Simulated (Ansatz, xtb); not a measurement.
Relative energy of two structures of CH5Si2+

Structure I: `[SiH2]=C[SiH2+]`, a singlet. Structure II: a singlet given by its coordinates. Both are isolated ions in the gas phase, relaxed with B3LYP-D3(BJ)/def2-SVP; the shapes shown needn't be the lowest conformers.

I (Å):

```xyz
8

C    -0.1665    0.2137   -0.5466
Si   -0.3933   -1.1110    0.5809
Si    0.2955    1.8386   -0.0739
H    -0.7829   -2.4613    0.1298
H    -0.3236    0.0132   -1.6147
H     0.4733    2.9183   -1.0644
H    -0.1930   -0.8881    2.0275
H     0.5176    2.1548    1.3520
```

II (Å):

```xyz
8

C     0.6810   -0.0475    0.5875
Si    0.0353   -0.0373   -1.1945
Si   -1.0306   -0.5039    1.1639
H    -1.5378   -0.4791   -0.4141
H    -1.8650    0.5702    1.7370
H    -1.2785   -1.9172    1.5093
H     1.0708    0.9354    0.9109
H     1.4795   -0.7940    0.7535
```

Close contacts (Å): C1–Si2 1.90, C1–Si3 1.86, Si2–Si3 2.63, C1–H7 1.11, C1–H8 1.11, Si2–H4 1.81, Si3–H4 1.66, Si3–H5 1.48, Si3–H6 1.48.

Question: Which of the two would you expect CCSD(T)/def2-TZVP electronic energies to favour?

Answer: Too close to call at this level: CCSD(T)/def2-TZVP gives E(II) − E(I) = +0.07 kcal/mol.

How the difference moves with the method:

| level | geometry | E(II) − E(I) (kcal/mol) | departure from the last row (kcal/mol) | job, with rough time for the two |
| --- | --- | --- | --- | --- |
| B3LYP-D3(BJ)/def2-SVP | B3LYP-D3(BJ)/def2-SVP | +1.34 | +1.27 | optimisation, 89 s |
| HF/def2-TZVP | B3LYP-D3(BJ)/def2-SVP | +6.01 | +5.94 | part of the CCSD(T) run |
| MP2/def2-TZVP | B3LYP-D3(BJ)/def2-SVP | +3.56 | +3.49 | part of the CCSD(T) run |
| CCSD(T)/def2-TZVP | B3LYP-D3(BJ)/def2-SVP | +0.07 |  | single point, 40 s |

The largest departure from CCSD(T)/def2-TZVP is that of HF/def2-TZVP, 5.94 kcal/mol. Levels run at GFN2-xTB geometries aren't shown.

With harmonic frequencies from B3LYP-D3(BJ)/def2-SVP (ideal gas, rigid rotor, one conformer each, 400 K, 1 atm): the zero-point term adds +0.68 kcal/mol; ΔH is +0.50 and ΔG +0.56 kcal/mol.

The correlated steps freeze 11 core orbitals. Codes used: Ansatz 0.2.0; the last row on 1 thread of Intel(R) Xeon(R) Processor @ 2.50GHz (Skylake/Cascade Lake) on a shared host.
